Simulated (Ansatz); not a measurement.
H₂Al–AlH₂, triplet in cc-pVDZ: errors against UCCSDT(Q)

Geometry: displaced at random from a stationary point.

```xyz
6

Al    0.0028    0.0074   -1.2921
Al    0.0020   -0.0087    1.2980
H     0.0500    1.5159   -1.9382
H    -0.0528   -1.4775   -1.9083
H    -0.0952    1.4693    1.8260
H    -0.0315   -1.4743    1.8631
```

Basis cc-pVDZ; Ansatz 0.2.0. Correlated methods freeze the noble-gas cores, which leaves 10 electrons in 46 orbitals. R marks a restricted (for open shells ROHF) determinant, U an unrestricted one.

Full CI isn't at hand for all of this; UCCSDT(Q) serves as the reference, and is uncertain by the last step of the cluster series or more. The frozen core follows each run's orbitals, which can shift R against U totals by a few meV.

For open shells CISD is restricted-active-space CI with the open shells as a complete middle space.

```
UHF ⟨S²⟩                          : 2.002
T1 diagnostic (RCCSD)             : 0.0213
largest doubles amplitude (RCCSD) : 0.038
T1 diagnostic (UCCSD)             : 0.0192
```

```json
{"level": "RHF", "E − E(UCCSDT(Q)) (meV)": "4622", "share of correlation (%)": "0.00", "wall time": "–"}
{"level": "UHF", "E − E(UCCSDT(Q)) (meV)": "4600", "share of correlation (%)": "0.46", "wall time": "–"}
{"level": "RMP2", "E − E(UCCSDT(Q)) (meV)": "1239", "share of correlation (%)": "73.20", "wall time": "–"}
{"level": "UMP2", "E − E(UCCSDT(Q)) (meV)": "1234", "share of correlation (%)": "73.30", "wall time": "–"}
{"level": "CISD", "E − E(UCCSDT(Q)) (meV)": "459", "share of correlation (%)": "90.07", "wall time": "2.6 s"}
{"level": "RCCSD", "E − E(UCCSDT(Q)) (meV)": "135", "share of correlation (%)": "97.07", "wall time": "–"}
{"level": "UCCSD", "E − E(UCCSDT(Q)) (meV)": "135", "share of correlation (%)": "97.08", "wall time": "–"}
{"level": "RCCSD(T)", "E − E(UCCSDT(Q)) (meV)": "39", "share of correlation (%)": "99.16", "wall time": "6 s"}
{"level": "UCCSD(T)", "E − E(UCCSDT(Q)) (meV)": "39", "share of correlation (%)": "99.16", "wall time": "6 s"}
{"level": "BCCD(T)", "E − E(UCCSDT(Q)) (meV)": "38", "share of correlation (%)": "99.18", "wall time": "2.7 s"}
{"level": "RCCSDT", "E − E(UCCSDT(Q)) (meV)": "3", "share of correlation (%)": "99.93", "wall time": "–"}
{"level": "UCCSDT", "E − E(UCCSDT(Q)) (meV)": "3", "share of correlation (%)": "99.93", "wall time": "–"}
{"level": "RCCSDT(Q)", "E − E(UCCSDT(Q)) (meV)": "0", "share of correlation (%)": "99.99", "wall time": "74 s"}
```

The correlation energy at UCCSDT(Q), counted from RHF, is -4.622 eV. That run took 67 s on 1 thread of Arm Neoverse V1, shared host.

Times hold each run's SCF and search for its determinant on a shared host, so for small cases they say little of a method's own cost; they ran on 1 thread of Arm Neoverse V1. Some runs computed forces too.
